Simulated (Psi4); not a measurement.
# HF (hydrogen fluoride): levels of theory compared

Aim: a comparison of 6 runs (B3LYP/cc-pVTZ, M06-2X/cc-pVTZ, PBE/cc-pVTZ, TPSS/cc-pVTZ, wB97M-V/cc-pVTZ, wB97X/cc-pVTZ) of HF (hydrogen fluoride). 

The results are computed with Psi4 1.11.

1 further run of the same task is left out (set aside as unsound or not needed).

### Step 1. The system as given

HF: 2 atoms, total charge 0, spin state singlet. SMILES: `F`. The F1–H2 distance was set to 1.058 Å, away from the relaxed value.

Bond lengths: F1–H2 1.058 Å.

### Step 2. A single-point energy at B3LYP/cc-pVTZ (run 1)

The input, input.json:

```json
{
 "schema_name": "qcschema_input",
 "schema_version": 1,
 "molecule": {
  "schema_name": "qcschema_molecule",
  "schema_version": 2,
  "symbols": ["F", "H"],
  "geometry": [-0.95816295, 0.35525717, -0.48252078, 0.73699319, -0.2732544, 0.37114221],
  "molecular_charge": 0,
  "molecular_multiplicity": 1,
  "fix_symmetry": "c1",
  "fix_com": true,
  "fix_orientation": true
 },
 "driver": "energy",
 "model": {
  "method": "b3lyp",
  "basis": "cc-pVTZ"
 },
 "keywords": {
  "reference": "rks",
  "puream": true,
  "e_convergence": 1e-09,
  "d_convergence": 1e-08,
  "scf_type": "pk",
  "dft_radial_points": 99,
  "dft_spherical_points": 590,
  "scf_properties": ["DIPOLE", "QUADRUPOLE", "WIBERG_LOWDIN_INDICES"]
 }
}
```

Run with:

```sh
$ psi4 --qcschema input.json -n 1 --memory 1600MB
```

stdout:

```text
[...]
  Running in c1 symmetry.
[...]
  Nuclear repulsion =    4.501507338399884
[...]
  Multiplicity = 1
[...]
  Nalpha       = 5
  Nbeta        = 5
[...]
    Number of basis functions: 44
[...]
   @RKS iter   1:  -100.40717423625624   -2.35290e-01   1.00321e-02 DIIS/ADIIS
[...]
   @RKS iter   8:  -100.46895407775470   -1.06297e-11   3.50024e-09 DIIS
[...]
    Orbital Energies [Eh]
    ---------------------
    Doubly Occupied:
       1A    -24.666439     2A     -1.157779     3A     -0.513395
       4A     -0.396137     5A     -0.396137
[...]
  @RKS Final Energy:  -100.46895407775470
   => Energetics <=
    Nuclear Repulsion Energy =              4.5015073383998843
    One-Electron Energy =                -149.4315309947878063
    Two-Electron Energy =                  53.1749389977091980
    DFT Exchange-Correlation Energy =      -8.7138694190759587
    Empirical Dispersion Energy =           0.0000000000000000
    VV10 Nonlocal Energy =                  0.0000000000000000
    Total Energy =                       -100.4689540777546881
[...]
 Multipole Moments:
 ------------------------------------------------------------------------------------
     Multipole            Electronic (a.u.)      Nuclear  (a.u.)        Total (a.u.)
 ------------------------------------------------------------------------------------
 L = 1.  Multiply by 2.5417464519 to convert [e a0] to [Debye]
 Dipole X            :          8.5637244           -7.8864734            0.6772510
 Dipole Y            :         -3.1751639            2.9240601           -0.2511038
 Dipole Z            :          4.3126014           -3.9715448            0.3410566
 Magnitude           :                                                    0.7987751
 L = 2.  Multiply by 1.3450342976 to convert [e a0^2] to [Debye ang]
 Quadrupole XX       :        -12.7933388            8.8058451           -3.9874937
 Quadrupole XY       :          3.1604969           -3.2649350           -0.1044381
[...]
```

The result, in JSON:

```text
{
 "driver": "energy",
 "model": {
  "method": "b3lyp",
  "basis": "cc-pVTZ"
 },
 "success": true,
 "return_result": -100.4689540777547,
 "properties": {
  "calcinfo_nbasis": 44,
  "calcinfo_nmo": 44,
  "calcinfo_nalpha": 5,
  "calcinfo_nbeta": 5,
  "calcinfo_natom": 2,
  "nuclear_repulsion_energy": 4.501507338399884,
  "return_energy": -100.4689540777547,
  "scf_one_electron_energy": -149.4315309947878,
  "scf_two_electron_energy": 53.1749389977092,
  "scf_xc_energy": -8.713869419075959,
  "scf_dipole_moment": [0.6772510179248759, -0.25110377180952437, 0.34105656423030206],
  "scf_total_energy": -100.4689540777547,
  "scf_iterations": 8
 }
}
```

Run time: 3.6 s. Hardware: 1 thread of Intel Xeon 6975P-C (Granite Rapids), shared host; peak memory 0.38 GiB.

### Step 3. Energy and gradient at M06-2X/cc-pVTZ (run 2)

The input, calc.py:

```python
import psi4

psi4.set_memory('1600 MB')
psi4.set_num_threads(1)
psi4.set_output_file('run.log', False)

mol = psi4.geometry("""
0 1
F
H 1 1.058
symmetry c1
no_reorient
no_com
""")

options = {'basis': 'cc-pVTZ', 'puream': True, 'e_convergence': 1e-09, 'd_convergence': 1e-08, 'scf_type': 'pk', 'dft_radial_points': 99, 'dft_spherical_points': 590}
psi4.set_options(options)

E, wfn = psi4.gradient('m06-2x', return_wfn=True)
psi4.oeprop(wfn, 'QUADRUPOLE', 'MULLIKEN_CHARGES', 'LOWDIN_CHARGES')
print('gradient / Eh bohr^-1')
print(E.np.round(6))
print(f'energy = {wfn.energy():.10f} Eh')
```

Run with:

```sh
$ python calc.py
```

run.log:

```text
[...]
  Running in c1 symmetry.
[...]
  Nuclear repulsion =    4.501507463166352
[...]
  Multiplicity = 1
[...]
  Nalpha       = 5
  Nbeta        = 5
[...]
    Number of basis functions: 44
[...]
   @RKS iter   1:  -100.38311925945527   -3.22208e-01   8.43672e-03 ADIIS/DIIS
[...]
   @RKS iter   8:  -100.43231076255756   -1.09850e-11   5.92098e-09 DIIS
[...]
    Orbital Energies [Eh]
    ---------------------
    Doubly Occupied:
       1A    -25.224003     2A     -1.299021     3A     -0.593480
       4A     -0.495639     5A     -0.495639
[...]
  @RKS Final Energy:  -100.43231076255756
   => Energetics <=
    Nuclear Repulsion Energy =              4.5015074631663516
    One-Electron Energy =                -149.3846488623466655
    Two-Electron Energy =                  49.6097030517816933
    DFT Exchange-Correlation Energy =      -5.1588724151589416
    Empirical Dispersion Energy =           0.0000000000000000
    VV10 Nonlocal Energy =                  0.0000000000000000
    Total Energy =                       -100.4323107625575631
[...]
  -Total Gradient:
     Atom            X                  Y                   Z
    ------   -----------------  -----------------  -----------------
       1       -0.000000000000     0.000000000000    -0.104120505864
       2        0.000000000000     0.000000000000     0.104127331103
[...]
 Multipole Moments:
 ------------------------------------------------------------------------------------
     Multipole            Electronic (a.u.)      Nuclear  (a.u.)        Total (a.u.)
 ------------------------------------------------------------------------------------
 L = 1.  Multiply by 2.5417464519 to convert [e a0] to [Debye]
 Dipole X            :          0.0000000            0.0000000            0.0000000
 Dipole Y            :         -0.0000000            0.0000000           -0.0000000
 Dipole Z            :         -0.1618751            0.9921564            0.8302813
 Magnitude           :                                                    0.8302813
 L = 2.  Multiply by 1.3450342976 to convert [e a0^2] to [Debye ang]
 Quadrupole XX       :         -4.2717073            0.0000000           -4.2717073
 Quadrupole XY       :         -0.0000000            0.0000000           -0.0000000
[...]
  Mulliken Charges: (a.u.)
   Center  Symbol    Alpha    Beta     Spin     Total
       1     F     4.68827  4.68827  0.00000 -0.37653
       2     H     0.31173  0.31173  0.00000  0.37653
   Total alpha =  5.00000, Total beta =  5.00000, Total charge =  0.00000
  Lowdin Charges: (a.u.)
   Center  Symbol    Alpha    Beta     Spin     Total
       1     F     4.47984  4.47984  0.00000  0.04031
       2     H     0.52016  0.52016  0.00000 -0.04031
  Total alpha =  5.00000, Total beta =  5.00000, Total charge =  0.00000
```

On the terminal:

```text
gradient / Eh bohr^-1
[[-0.        0.       -0.104121]
 [ 0.        0.        0.104127]]
energy = -100.4323107626 Eh
```

Run time: 4.8 s. Hardware: 1 thread of Intel Xeon 6975P-C (Granite Rapids), shared host; peak memory 0.59 GiB.

### Step 4. A single-point energy at PBE/cc-pVTZ (run 3)

The input, fh.inp:

```
memory 1.6 GB

molecule molecule1 {
  F
  H 1 1.058
  symmetry c1
  no_reorient
  no_com
}

set {
  reference            rks
  puream               true
  e_convergence        1e-09
  d_convergence        1e-08
  scf_type             pk
  dft_radial_points    99
  dft_spherical_points 590
}

e_tot, wfn = energy("pbe/cc-pVTZ", return_wfn=True)
```

Run with:

```sh
$ psi4 -i fh.inp -o fh.out -n 1
```

fh.out:

```text
[...]
  Running in c1 symmetry.
[...]
  Nuclear repulsion =    4.501507463166352
[...]
  Multiplicity = 1
[...]
  Nalpha       = 5
  Nbeta        = 5
[...]
    Number of basis functions: 44
[...]
   @RKS iter   1:  -100.31153061508866   -1.87316e-01   1.00725e-02 DIIS/ADIIS
[...]
   @RKS iter   8:  -100.37129369669037   -1.37135e-11   3.68817e-09 DIIS
[...]
    Orbital Energies [Eh]
    ---------------------
    Doubly Occupied:
       1A    -24.235725     2A     -1.050961     3A     -0.452888
       4A     -0.323596     5A     -0.323596
[...]
  @RKS Final Energy:  -100.37129369669037
   => Energetics <=
    Nuclear Repulsion Energy =              4.5015074631663516
    One-Electron Energy =                -149.3623913168795241
    Two-Electron Energy =                  55.1640816538045939
    DFT Exchange-Correlation Energy =     -10.6744914967817923
    Empirical Dispersion Energy =           0.0000000000000000
    VV10 Nonlocal Energy =                  0.0000000000000000
    Total Energy =                       -100.3712936966903726
[...]
 Multipole Moments:
 ------------------------------------------------------------------------------------
     Multipole            Electronic (a.u.)      Nuclear  (a.u.)        Total (a.u.)
 ------------------------------------------------------------------------------------
 L = 1.  Multiply by 2.5417464519 to convert [e a0] to [Debye]
 Dipole X            :          0.0000000            0.0000000            0.0000000
 Dipole Y            :          0.0000000            0.0000000            0.0000000
 Dipole Z            :         -0.2219730            0.9921564            0.7701833
 Magnitude           :                                                    0.7701833
[...]
```

It took 2.8 s on 1 thread of Intel Xeon 6975P-C (Granite Rapids), shared host; peak memory 0.37 GiB.

Runs 4 to 5 aren't shown in full; the table further down has their settings and results.

### Step 5. The energy at wB97X/cc-pVTZ (run 6)

The input, fh.xyz:

```xyz
2
FH
F     -0.507038     0.187994    -0.255339
H      0.390000    -0.144600     0.196400
```

The input, run.py:

```python
import psi4

psi4.set_memory('1600 MB')
psi4.set_num_threads(1)
psi4.set_output_file('output.dat', False)

with open('fh.xyz') as f:
    atoms = ''.join(f.readlines()[2:])
geom = psi4.geometry('0 1\n' + atoms + 'symmetry c1\nno_reorient\nno_com')

psi4.set_options(dict(puream=True, e_convergence=1e-09, d_convergence=1e-08, scf_type='pk', dft_radial_points=99, dft_spherical_points=590))

e_tot, wfn = psi4.energy("wb97x/cc-pVTZ", return_wfn=True)
print(f'wb97x/cc-pVTZ energy: {e_tot:.10f} Eh')
```

Run with:

```sh
$ python run.py
```

output.dat:

```text
[...]
  Running in c1 symmetry.
[...]
  Nuclear repulsion =    4.501507329650988
[...]
  Multiplicity = 1
[...]
  Nalpha       = 5
  Nbeta        = 5
[...]
    Number of basis functions: 44
[...]
   @RKS iter   1:  -100.38330936999661   -3.31097e-01   9.46164e-03 DIIS/ADIIS
[...]
   @RKS iter   9:  -100.44272085534810   -2.44427e-12   4.89713e-09 DIIS
[...]
    Orbital Energies [Eh]
    ---------------------
    Doubly Occupied:
       1A    -24.722641     2A     -1.277863     3A     -0.620973
       4A     -0.504557     5A     -0.504557
[...]
  @RKS Final Energy:  -100.44272085534810
   => Energetics <=
    Nuclear Repulsion Energy =              4.5015073296509875
    One-Electron Energy =                -149.4171226570035458
    Two-Electron Energy =                  52.2413659534376720
    DFT Exchange-Correlation Energy =      -7.7684714814332096
    Empirical Dispersion Energy =           0.0000000000000000
    VV10 Nonlocal Energy =                  0.0000000000000000
    Total Energy =                       -100.4427208553480853
[...]
 Multipole Moments:
 ------------------------------------------------------------------------------------
     Multipole            Electronic (a.u.)      Nuclear  (a.u.)        Total (a.u.)
 ------------------------------------------------------------------------------------
 L = 1.  Multiply by 2.5417464519 to convert [e a0] to [Debye]
 Dipole X            :          8.5691624           -7.8864734            0.6826890
 Dipole Y            :         -3.1771802            2.9240602           -0.2531200
 Dipole Z            :          4.3153399           -3.9715448            0.3437951
 Magnitude           :                                                    0.8051888
[...]
```

The script printed:

```text
wb97x/cc-pVTZ energy: -100.4427208553 Eh
```

Run time: 2.9 s. Hardware: 1 thread of Intel Xeon 6975P-C (Granite Rapids), shared host; peak memory 0.38 GiB.

### Step 6. All runs side by side

| run | level | task | energy (Eh) | dipole moment (D) | HOMO energy (eV) | LUMO energy (eV) | wall time |
| --- | --- | --- | --- | --- | --- | --- | --- |
| 1 | B3LYP/cc-pVTZ | energy | -100.468954 | 2.03 | -10.78 | -0.46 | 3.6 s |
| 2 | M06-2X/cc-pVTZ | gradient | -100.432311 | 2.11 | -13.49 | 0.76 | 4.8 s |
| 3 | PBE/cc-pVTZ | energy | -100.371294 | 1.96 | -8.81 | -1.00 | 2.8 s |
| 4 | TPSS/cc-pVTZ | gradient | -100.471431 | 1.96 | -9.00 | -0.80 | 5.1 s |
| 5 | wB97M-V/cc-pVTZ | energy | -100.435780 | 2.02 | -13.68 | 1.79 | 9.3 s |
| 6 | wB97X/cc-pVTZ | energy | -100.442721 | 2.05 | -13.73 | 2.39 | 2.9 s |

### Step 7. Outcome

| quantity | value |
| --- | --- |
| run 6: total energy | -100.44272 Eh |
| run 6: dipole moment | 2.05 D |
| run 6: HOMO energy | -13.73 eV |
| run 6: LUMO energy | 2.39 eV |
| run 6: HOMO–LUMO gap | 16.12 eV |

In words: The dipole moment (its size) runs from 1.96 D (PBE/cc-pVTZ) to 2.11 D (M06-2X/cc-pVTZ). The HOMO–LUMO gap runs from 7.80 eV (PBE/cc-pVTZ) to 16.12 eV (wB97X/cc-pVTZ). Totals of different functionals can't be ranked against each other. All runs together took 29 s, the longest 9.3 s.
